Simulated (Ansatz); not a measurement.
Ideal-gas functions of C₃H₃FO (`FC1C=CO1`) at 800 K and 1 bar, from an Ansatz frequency run at PBE0-D4/def2-TZVP.

Molar mass 74.05 g/mol, point group C1 (symmetry number 1), electronic degeneracy 1, moments of inertia 41.003, 94.301, 121.963 u Å². Harmonic wavenumbers (cm⁻¹, unscaled): 270, 422, 623, 704, 901, 919, 956, 972, 1059, 1124, 1221, 1233, 1332, 1390, 1643, 3105, 3242, 3317.

Use S(trans) = R[1.5 ln M + 2.5 ln T − 1.1517]; rotational temperatures θ = 24.2544 K / I; S(rot) = R[ln(√π/σ · √(T³/θAθBθC)) + 1.5]; for each mode x = 1.438777 ν̃/T, S = R[x/(eˣ − 1) − ln(1 − e⁻ˣ)] and H = RT x/(eˣ − 1); 1 cm⁻¹ = 0.0119627 kJ/mol; R = 8.31446 J/(mol·K).

Question: By hand: the entropy, in J/(mol·K).

Answer: Translation 183.1. Rotation: θ = 0.5915, 0.2572, 0.1989 K, giving 115.1. Vibration, mode by mode: 14.40, 10.80, 7.79, 6.89, 5.16, 5.02, 4.76, 4.65, 4.11, 3.75, 3.27, 3.21, 2.79, 2.57, 1.79, 0.21, 0.17, 0.15, in all 81.5. Electronic 0.0. Sum 379.7 J/(mol·K).

Question: By hand: H − E and G − E in kJ/mol, counted from the electronic energy.

Answer: Zero-point energy ½ × 24433 × 0.0119627 = 146.1; thermal vibration 39.2; translation, rotation and pV give 4 RT = 26.6. H − E = 211.9 kJ/mol, and G − E = 211.9 − 800 × 379.7/1000 = -91.9 kJ/mol.

Vibration gives 21 % of the entropy. The sum counts one conformer and one mirror image; others add a mixing term.
